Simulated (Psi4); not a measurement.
# C2H3Si (SMILES C#C[SiH2]): USVWN5/aug-cc-pVDZ

What is the energy change on altering one bond length of C2H3Si at USVWN5/aug-cc-pVDZ? 

Program for the calculation: Psi4 1.11.

1 further run of the same task is left out (set aside as unsound or not needed).

**1. The system as given**

C2H3Si has 6 atoms, charge 0, and is taken as a doublet. SMILES: `C#C[SiH2]`. The shape is that of a PBE0-D4/def2-TZVP optimisation.

Bond lengths: C1–C2 1.210 Å, C2–Si3 1.803 Å, C1–H4 1.066 Å, Si3–H5 1.484 Å, Si3–H6 1.484 Å. Angles: C1–C2–Si3 174.9°, C2–C1–H4 179.3°, C2–Si3–H5 111.4°, C2–Si3–H6 111.4°, H5–Si3–H6 112.5°.

**2. The energy at USVWN5/aug-cc-pVDZ**

The input, c2h3si.xyz:

```xyz
6
C2H3Si
C      1.019700    -1.302300     0.535000
C      0.376000    -0.354500     0.145700
Si    -0.444500     1.136900    -0.449500
H      1.575400    -2.144400     0.879400
H     -1.137600     0.894600    -1.738800
H     -1.346900     1.705600     0.581800
```

The input, c2h3si.py:

```python
import psi4

psi4.set_memory('1600 MB')
psi4.set_num_threads(1)
psi4.set_output_file('psi4.out', False)

with open('c2h3si.xyz') as f:
    atoms = ''.join(f.readlines()[2:])
m = psi4.geometry('0 2\n' + atoms + 'symmetry c1\nno_reorient\nno_com')

options = {'basis': 'aug-cc-pVDZ', 'reference': 'uks', 'puream': True, 'e_convergence': 1e-09, 'd_convergence': 1e-08, 'scf_type': 'pk', 'dft_radial_points': 99, 'dft_spherical_points': 590, 'maxiter': 200}
psi4.set_options(options)

E, wfn = psi4.energy("scf", dft_functional={"name": "SVWN5", "x_functionals": {"LDA_X": {}}, "c_functionals": {"LDA_C_VWN": {}}}, molecule=m, return_wfn=True)
psi4.oeprop(wfn, "QUADRUPOLE", "DIPOLE", "MAYER_INDICES", title="SCF")
print(f'scf energy: {E:.10f} Eh')
```

Run with:

```bash
python c2h3si.py
```

psi4.out:

```text
[...]
  Running in c1 symmetry.
[...]
  Nuclear repulsion =   75.762560947667225
[...]
  Multiplicity = 2
[...]
  Nalpha       = 15
  Nbeta        = 14
[...]
    Number of basis functions: 100
[...]
   @UKS iter   1:  -364.99245235059846   -8.36623e-02   8.42708e-03 ADIIS/DIIS
[...]
   @UKS iter  14:  -365.48916543955136   -2.21689e-12   4.22042e-09 DIIS
[...]
   @S^2 Observed:                7.521909426E-01
[...]
    Orbital Energies [Eh]
    ---------------------
    Alpha Occupied:
       1A    -65.154123     2A     -9.805603     3A     -9.793731
       4A     -5.050007     5A     -3.493949     6A     -3.490842
       7A     -3.489803     8A     -0.689508     9A     -0.534113
      10A     -0.478281    11A     -0.367027    12A     -0.336582
      13A     -0.289118    14A     -0.270614    15A     -0.189124
    Alpha Virtual:
      16A     -0.050148    17A     -0.033368    18A     -0.013934
      19A     -0.006203    20A      0.006272    21A      0.018574
      22A      0.024727    23A      0.036008    24A      0.042956
      25A      0.056210    26A      0.067234    27A      0.068074
[...]
  @UKS Final Energy:  -365.48916543955136
   => Energetics <=
    Nuclear Repulsion Energy =             75.7625609476672253
    One-Electron Energy =                -654.9109642455021003
    Two-Electron Energy =                 244.4810990101649395
    DFT Exchange-Correlation Energy =     -30.8218611518814463
    Empirical Dispersion Energy =           0.0000000000000000
    VV10 Nonlocal Energy =                  0.0000000000000000
    Total Energy =                       -365.4891654395513569
[...]
 Multipole Moments:
 ------------------------------------------------------------------------------------
     Multipole            Electronic (a.u.)      Nuclear  (a.u.)        Total (a.u.)
 ------------------------------------------------------------------------------------
 L = 1.  Multiply by 2.5417464519 to convert [e a0] to [Debye]
 Dipole X            :         -2.2703985            2.3472288            0.0768303
 Dipole Y            :        -12.2670255           12.1539625           -0.1130629
 Dipole Z            :          4.7450687           -4.6986150            0.0464536
 Magnitude           :                                                    0.1443747
 L = 2.  Multiply by 1.3450342976 to convert [e a0^2] to [Debye ang]
 Quadrupole XX       :        -74.1845307           55.1489061          -19.0356246
 Quadrupole XY       :         78.1686478          -80.4763383           -2.3076904
[...]
```

The script printed:

```text
Memory set to   1.490 GiB by Python driver.
  Threads set to 1 by Python driver.
scf energy: -365.4891654396 Eh
```

It took 23 s on 1 thread of Intel Xeon Platinum 8375C at 2.90GHz (Ice Lake), shared host; peak memory 0.73 GiB.

**3. The distorted shape: energy and forces at USVWN5/aug-cc-pVDZ**

The input, c2h3si.inp:

```
memory 1600 mb

molecule system {
  0 2
  C      1.290425    -1.472913     0.225605
  C      0.646725    -0.525113    -0.163695
  Si    -0.173775     0.966287    -0.758895
  H      1.846125    -2.315013     0.570005
  H     -0.866875     0.723987    -2.048195
  H     -1.346900     1.705600     0.581800
  symmetry c1
  no_reorient
  no_com
}

set globals {
  basis                aug-cc-pVDZ
  reference            uks
  puream               true
  e_convergence        1e-09
  d_convergence        1e-08
  scf_type             pk
  dft_radial_points    99
  dft_spherical_points 590
  maxiter              200
}

energy_value = gradient('scf', dft_functional={"name": "SVWN5", "x_functionals": {"LDA_X": {}}, "c_functionals": {"LDA_C_VWN": {}}})
```

Run with:

```bash
psi4 -n 1 c2h3si.inp c2h3si.out
```

c2h3si.out, shortened:

```text
[...]
  Running in c1 symmetry.
[...]
  Nuclear repulsion =   74.374547944385171
[...]
  Multiplicity = 2
[...]
  Nalpha       = 15
  Nbeta        = 14
[...]
    Number of basis functions: 100
[...]
   @UKS iter   1:  -364.88956601927941   -5.02239e-02   8.94000e-03 DIIS/ADIIS
[...]
   @UKS iter  14:  -365.45889768888145   -5.96287e-11   9.38747e-09 DIIS
[...]
   @S^2 Observed:                7.519778258E-01
[...]
  @UKS Final Energy:  -365.45889768888145
   => Energetics <=
    Nuclear Repulsion Energy =             74.3745479443851707
    One-Electron Energy =                -651.9735065348958187
    Two-Electron Energy =                 242.8829138783122232
    DFT Exchange-Correlation Energy =     -30.7428529766830820
    Empirical Dispersion Energy =           0.0000000000000000
    VV10 Nonlocal Energy =                  0.0000000000000000
    Total Energy =                       -365.4588976888814500
[...]
 Multipole Moments:
 ------------------------------------------------------------------------------------
     Multipole            Electronic (a.u.)      Nuclear  (a.u.)        Total (a.u.)
 ------------------------------------------------------------------------------------
 L = 1.  Multiply by 2.5417464519 to convert [e a0] to [Debye]
 Dipole X            :        -16.4634262           16.6719198            0.2084936
 Dipole Y            :         -3.3913591            3.1264309           -0.2649282
 Dipole Z            :         20.9952174          -21.0694258           -0.0742085
 Magnitude           :                                                    0.3452005
[...]
  -Total Gradient:
     Atom            X                  Y                   Z
    ------   -----------------  -----------------  -----------------
       1       -0.014873739562     0.021073228069    -0.009031460944
       2        0.023076017961    -0.030449459416     0.012952203787
       3        0.026543413244    -0.025494947159    -0.045366230825
       4       -0.006805058912     0.010133636517    -0.004133344010
       5        0.005261848903     0.002187763371     0.006592098409
       6       -0.033202988362     0.022549554859     0.038986692857
[...]
```

Run time: 34 s. Hardware: 1 thread of Intel Xeon Platinum 8375C at 2.90GHz (Ice Lake), shared host; peak memory 0.73 GiB.

**4. Summary of results**

Level: USVWN5/aug-cc-pVDZ.

```
                                                          quantity          value
                                         first shape: total energy  -365.48917 Eh
                                        first shape: dipole moment         0.37 D
                   first shape: HOMO energy (highest over α and β)       -5.15 eV
                    first shape: LUMO energy (lowest over α and β)       -4.06 eV
                                                 first shape: ⟨S²⟩          0.752
                                     distorted shape: total energy  -365.45890 Eh
                                    distorted shape: dipole moment         0.88 D
               distorted shape: HOMO energy (highest over α and β)       -5.25 eV
                distorted shape: LUMO energy (lowest over α and β)       -4.21 eV
                                             distorted shape: ⟨S²⟩          0.752
                         distorted shape: largest force on an atom     3.004 eV/Å
energy change with the Si3–H6 bond stretched from 1.484 to 1.929 Å       0.824 eV
```

With the Si3–H6 bond stretched from 1.484 to 1.929 Å the energy rises by 0.82 eV (19.0 kcal/mol). The first shape isn't relaxed at this level, so the change isn't measured from a minimum.
